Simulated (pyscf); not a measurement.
Single points on ωB97X-D3(BJ)/def2-SVP structures (PySCF, gas phase). MP2 and CC: frozen core, UHF for open shells. ΔMP2 is the change of the MP2 total energy from the triple- to the quadruple-zeta basis.

Question: For the elementary gas-phase step •HC=CH–NH₂ (SMILES [CH]=CN) -> •H₂C–CH=NH (SMILES [CH2]C=N) (doublet surface; H–N broken, C–H formed), what barrier and reaction energy does CCSD(T)/def2-TZVPP + ΔMP2(QZVPP) give, measured from the reactant's lowest minimum found?

Answer: ΔE‡ = 172.7 kJ/mol, ΔE = -98.6 kJ/mol. Zero-point energy shifts the barrier by -14.8 kJ/mol. It is a hydrogen shift, with an imaginary mode of 1779i cm⁻¹. From the product side, H₂C=C=NH + H• lies, by one bond made or cut, 55.2 kJ/mol under this saddle at ωB97M-D3(BJ). One saddle was located; it need not be the lowest between these sides. The CCSD(T) − MP2 part came from Ansatz, without density fitting, on the same reference. A UHF reference is spin-contaminated (<S²> up to 0.97), which harms MP2 most.
